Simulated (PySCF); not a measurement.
Stepwise substitution at one centre (B F-Br). Isolated molecules, 0 K electronic values unless said otherwise. Strings in code marks are SMILES.

The numbers are results of PySCF with PBE-D3(BJ)/def2-TZVP // B3LYP-D3(BJ)/def2-TZVP, not measurements. Excitations are Tamm–Dancoff values on a coarser integration grid. The basis has no diffuse functions, so Rydberg states are missing or too high.

```tsv
species	S1 excitation (TDA) (eV)	LUMO (eV)
0 of 3 F replaced by Br (`FB(F)F`)	9.70	-0.39
1 of 3 F replaced by Br (`FB(F)Br`)	___	-1.47
2 of 3 F replaced by Br (`FB(Br)Br`)	5.08	-2.31
3 of 3 F replaced by Br (`BrB(Br)Br`)	4.15	___
```

Question: What belongs in the gaps?

Answer: 
- 1 of 3 F replaced by Br (`FB(F)Br`), S1 excitation (TDA) (eV): 6.28
- 3 of 3 F replaced by Br (`BrB(Br)Br`), LUMO (eV): -2.96
